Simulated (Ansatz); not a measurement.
# CH2BCl: a trajectory, and a look at its input

A trajectory is wanted. The input is run as typed.

Program: Ansatz 0.2.0, Gaussian basis. Level of theory: PBE0-D4/def2-SVP. These are calculated values, not measurements.

**1. The structure**

```
B    -0.7435    0.2497   -0.5130
C     0.3034   -0.0538    0.3434
Cl    1.7238   -1.0195   -0.0146
H    -1.6277    0.5280   -1.1842
H     0.3439    0.2955    1.3683
```

**2. The run**

Contents of run/in.yaml:

```yaml
crystal:
  periodic: [false, false, false]
  atoms:
    - {symbol: B, position_ang: [-0.743520, 0.249740, -0.512960]}
    - {symbol: C, position_ang: [0.303450, -0.053770, 0.343420]}
    - {symbol: Cl, position_ang: [1.723780, -1.019510, -0.014580]}
    - {symbol: H, position_ang: [-1.627650, 0.528040, -1.184170]}
    - {symbol: H, position_ang: [0.343940, 0.295500, 1.368290]}
basis:
  gaussian: {orbitals: def2-SVP}
hamiltonian: {xc: pbe0, dispersion: d4}
md: {n_steps: 25, timestep: 1.0, temperature: 8000, ensemble: nvt_langevin, seed: 90, friction: 0.05, initial_velocities: maxwell_boltzmann}
```

Command:

```sh
ansatz run in.yaml --threads 2 --pin off --events-out ev --progress --plain --max-ram 3481MiB
```

Q: Predict the outcome of this session. Wanted: this run.

**Answer**, as computed:

| quantity | value |
| --- | --- |
| this run | converged |
| fault | far too hot |

The set temperature is far above any at which the molecule holds together; the run shows the first femtoseconds of that heating.
